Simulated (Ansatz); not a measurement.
```yaml
crystal:
  periodic: [false, false, false]
  atoms:
    - {symbol: Sc, position_ang: [0.000000, 0.000000, 0.000000]}
    - {symbol: O, position_ang: [0.000000, 0.000000, 2.110000]}
basis:
  gaussian: {orbitals: def2-TZVP}
magnetization: {spin_polarized: true, initial_magnetization: 1}
hamiltonian: {xc: pbe0}
relax: {f_tol: 0.004, max_steps: 80}
```

```sh
$ ansatz run in.yaml --threads 1 --pin off --events-out ev --progress --plain --max-ram 2176MiB
```

Steps of the relaxation (energy above the last step; positions in Å, forces in eV/Å):

```
2
step 1, 2497.5 meV
Sc    0.000    0.000    0.000    0.000    0.000    7.181
O     0.000    0.000    2.110    0.000    0.000   -7.181
```

```
2
step 2, 106.7 meV
Sc    0.000    0.000    0.195    0.000    0.000    2.805
O     0.000    0.000    1.915    0.000    0.000   -2.805
```

```
2
step 3, 133.1 meV
Sc    0.000    0.000    0.267    0.000    0.000   -3.889
O     0.000    0.000    1.843    0.000    0.000    3.889
```

```
2
step 5, 0.0 meV
Sc    0.000    0.000    0.231    0.000    0.000   -0.001
O     0.000    0.000    1.879    0.000    0.000    0.001
```

Close pairs at the end: Sc1–O2 1.648 Å.

A stationary point of unrestricted PBE0 after 5 steps, with ⟨S²⟩ = 0.752 against 0.75 for a pure state. 27 s on 1 thread of Arm Neoverse V1, shared host.
